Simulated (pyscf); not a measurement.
**Four-centre exchange: H₃C–SnH₃ (SMILES [CH3][SnH3]) + HF (SMILES F) → H₃C–SnH₂–F (SMILES [CH3][SnH2][F]) + H₂ (SMILES [H][H])**

Gas phase, singlet surface, charge 0. Bonds broken: Sn2–H6, F9–H10. Bonds formed: Sn2–F9, H6–H10. Single points on ωB97X-D3(BJ)/def2-SVP structures (PySCF, gas phase).

Transition state (Å):

```xyz
10

C     -1.4684    -0.6631     0.6535
Sn    -0.1639     0.3162    -0.7081
H     -1.1681    -1.7138     0.7781
H     -2.5031    -0.6214     0.2861
H     -1.4056    -0.1518     1.6244
H     -1.2938     1.9917    -1.0504
H      1.5017     0.0444    -0.4465
H     -0.4694    -0.0167    -2.3650
F      0.1896     2.1894     0.4374
H     -0.7015     2.3321    -0.3272
```

One imaginary mode, 1124i cm⁻¹; descent along it reached the two sides named.

```csv
bond,change,reactant side (Å),saddle,product side
Sn2–H6,breaks,1.729,2.050,3.7
F9–H10,breaks,0.929,1.183,2.297
Sn2–F9,forms,3.2,2.224,1.954
H6–H10,forms,1.863,0.995,0.762
```

Electronic energies relative to the separated reactants (eV):

| level | barrier | reaction energy | reverse barrier |
|---|---|---|---|
| ωB97X-D3(BJ)/def2-TZVP | 1.03 | -0.53 | 1.57 |
| PBE/def2-TZVP | 0.81 | -0.52 | 1.33 |
| r²SCAN/def2-TZVP | 0.86 | -0.58 | 1.44 |
| B3LYP-D3(BJ)/def2-TZVP | 0.99 | -0.55 | 1.54 |
| PBE0-D3(BJ)/def2-TZVP | 0.99 | -0.42 | 1.42 |
| M06-2X/def2-TZVP | 0.96 | -0.70 | 1.66 |
| ωB97M-D3(BJ)/def2-TZVP | 1.08 | -0.47 | 1.55 |
| HF/def2-TZVP | 1.73 | -0.43 | 2.16 |

With ωB97M-D3(BJ)/def2-TZVP energies and thermal terms (ideal gas, 1 atm, RRHO with modes under 100 cm⁻¹ raised to 100, one conformer, R ln 2 for chiral ones without a mode under 150 cm⁻¹), in eV:

```
T (K)   ΔH‡   ΔG‡     ΔH     ΔG
-----  ----  ----  -----  -----
298    1.02  1.41  -0.56  -0.53
600    1.00  1.81  -0.53  -0.51
900    1.01  2.21  -0.51  -0.50
1200   1.03  2.60  -0.50  -0.50
```

At the saddle there is also a short H–Sn contact that neither side keeps. This is the saddle that the search found; another between the same sides may lie lower. Elements past Kr carry the def2 core potentials, without spin-orbit coupling.
